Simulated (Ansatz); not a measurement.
Two shapes of singlet CF2.

Shape 1:

```xyz
3

C     0.0013    0.0215   -0.6362
F     0.0176    0.9786    0.1847
F     0.0028   -1.0591    0.1617
```

Shape 2:

```xyz
3

C     0.0000    0.0000   -0.5438
F     0.0000    0.9419    0.1813
F     0.0000   -0.9419    0.1813
```

Basis set: 6-31G* (spherical functions). Correlated methods keep 3 orbitals frozen. Charge 0, multiplicity 1.

Computed with Ansatz (development build ahead of 0.2.0); each method stands on the lowest determinant of its kind that the runs found.

(1) Which shape is lower in energy, and by how much in each method?

## Answers

(1)

```csv
method,E(2) − E(1) (eV)
RHF,0.592
RHF-MP2,1.000
```

Shape 1 is lower. Caution: no unrestricted run beside it, a lower state can exist.
